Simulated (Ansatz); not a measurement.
hcp Os

Level of theory: LDA (Ansatz, a quantum-chemistry and plane-wave program, PAW).

Settings: plane-wave cutoff 500 eV, 20×14×1 k mesh (along the axes of the cell as run), Fermi–Dirac smearing 0.1 eV, scalar-relativistic PAW data made under PBE.

Cell: relaxed at this level.

- surface energy of the (10-10) face: 5.16 J/m²
- work function of the (10-10) face: 4.90 eV

The slab of 12 atoms is relaxed and unreconstructed.

Spin–orbit coupling is not included.

The computed numbers hold no vibrational or temperature effects.

It cost very roughly 20 core-minutes of CPU time.
